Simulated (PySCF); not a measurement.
**Stretching O2**

Set-up: PySCF, no relativity, basis sets O def2-TZVP. Energies in eV from O + O in their ground configurations at the same level. State: triplet, unpaired electrons π ↑↑.

All columns are PBE0.

```tsv
R (Å)	E (eV)	HOMO (eV)	LUMO (eV)	Mayer bond order	⟨S²⟩
1.029	-3.646	-6.94	-0.82	1.76	2.01
1.076	-4.621	-7.58	-1.43	1.78	2.01
1.124	-5.159	-8.14	-2.00	1.80	2.01
1.160	-5.348	-8.52	-2.38	1.81	2.01
1.196	-5.398	-8.87	-2.75	1.83	2.01
1.232	-5.338	-9.19	-3.08	1.85	2.01
1.280	-5.130	-9.57	-3.49	1.87	2.01
1.339	-4.725	-9.99	-3.94	1.89	2.01
1.411	-4.105	-10.41	-4.42	1.91	2.01
1.507	-3.167	-10.85	-4.95	1.93	2.01
```

The state was picked by a PBE0 search and need not be the measured ground state.
